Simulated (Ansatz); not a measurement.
C4H4N (charge -1), SMILES [C-]#CCC=N: a rigid torsion scan, run with Ansatz's Python interface.

`c4h4n_torsion.py`:
```python
import warnings

import ansatz as az
from ase import Atoms

warnings.simplefilter('ignore', az.DeckWarning)

atoms = Atoms(['C', 'C', 'C', 'C', 'N', 'H', 'H', 'H', 'H'], positions=[
    (2.8553, 0.9441, -0.5209),
    (1.5713, 0.1329, -0.2348),
    (0.4093, -0.7137, 0.0392),
    (-0.8934, 0.0295, 0.1194),
    (-1.0058, 1.3062, -0.0362),
    (0.302, -1.4763, -0.7397),
    (0.5406, -1.2447, 0.9881),
    (-1.7931, -0.5765, 0.3248),
    (-1.9863, 1.5984, 0.06),
])

first = (
    az.Crystal.molecule_from_ase(atoms).calculation()
    .basis(gaussian='6-31G*')
    .functional('pbe0')
    .charge(-1)
    .relax(force_tolerance=0.02, max_steps=80)
)
atoms.positions = first.run().report['positions_ang']

start = atoms.get_dihedral(1, 2, 3, 4)
energies = {}
for turn in range(0, 360, 30):
    turned = atoms.copy()
    turned.set_dihedral(1, 2, 3, 4, start + turn, indices=[3, 4, 7, 8])
    model = (
        az.Crystal.molecule_from_ase(turned).calculation()
        .basis(gaussian='6-31G*')
        .functional('pbe0')
        .charge(-1)
    )
    energies[round((start + turn) % 360)] = model.run().report['free_energy_ev']
floor = min(energies.values())
print('dihedral C1-C2-C3-N4 (deg)   E - E(min) (eV)')
for angle, e in sorted(energies.items()):
    print(f'{angle:8d} {(e - floor):14.3f}  ' + '#' * int(30 * (e - floor) / max(max(energies.values()) - floor, 1e-9)))
```

Where along the turn do the lowest and the highest point lie, and how far apart are they?

The lowest point is at 150° and the highest at 60°, 0.288 eV (27.8 kJ/mol) above it, with the rest of the molecule held.

The run itself:

Output of `python c4h4n_torsion.py`:
```text
dihedral C1-C2-C3-N4 (deg)   E - E(min) (eV)
       0          0.217  ######################
      30          0.266  ###########################
      60          0.288  ##############################
      90          0.163  ################
     120          0.020  ##
     150          0.000
     180          0.026  ##
     210          0.000
     240          0.020  ##
     270          0.163  ################
     300          0.288  #############################
     330          0.266  ###########################
```

Caveats:
- The scan is rigid and the energies are electronic, in a modest basis. With rigid groups the curve can differ much from the relaxed path, the start wasn't checked as a minimum of this torsion, and equivalent turns needn't return to the same energy.
- Anions want diffuse functions, which this basis lacks.
- Run time: 38 s on 1 thread of Arm Neoverse V2, with other jobs on the host, peak memory 0.23 GiB.
